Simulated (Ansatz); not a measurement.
C3H4FNS, SMILES `CC(=S)C(=N)F`. The species carries charge 0 and has multiplicity 1. The structure was optimised at the PBE0-D4/def2-TZVP level. It is one conformer, not always the lowest.

```xyz
10

C     0.614   -0.820   -0.913
C     0.429   -0.401    0.504
S     1.198   -1.067    1.758
C    -0.542    0.707    0.701
N    -1.151    1.243   -0.254
F    -0.712    1.085    1.968
H     1.336   -1.631   -0.976
H     0.946    0.031   -1.515
H    -0.343   -1.130   -1.340
H    -1.774    1.983    0.067
```

Question: What is the dipole moment at r2SCAN/def2-TZVPP? (An estimate is asked.)

Answer: Ansatz gave: 1.59 D, with components (-0.64, 0.50, -1.37) D in this frame, pointing from negative to positive charge.

Question: And with PBE, B3LYP, ωB97M-V? (Estimate.)

Answer: Ansatz gave: PBE 1.47 D, B3LYP 1.46 D, ωB97M-V 1.38 D.

Question: Give the Mulliken charges with r2SCAN, PBE, ωB97M-V in def2-TZVPP. (An estimate is asked.)

Answer: Computed: 
```tsv
atom	r2SCAN	PBE	ωB97M-V
C1	-0.07	-0.17	-0.25
C2	0.02	0.05	0.01
S3	-0.14	-0.16	-0.10
C4	0.27	0.15	0.24
N5	-0.30	-0.22	-0.24
F6	-0.16	-0.12	-0.16
H7	0.07	0.09	0.11
H8	0.07	0.11	0.13
H9	0.07	0.11	0.13
H10	0.17	0.17	0.14
```

B3LYP here is the variant with VWN-RPA as its local correlation; programs differ in this.
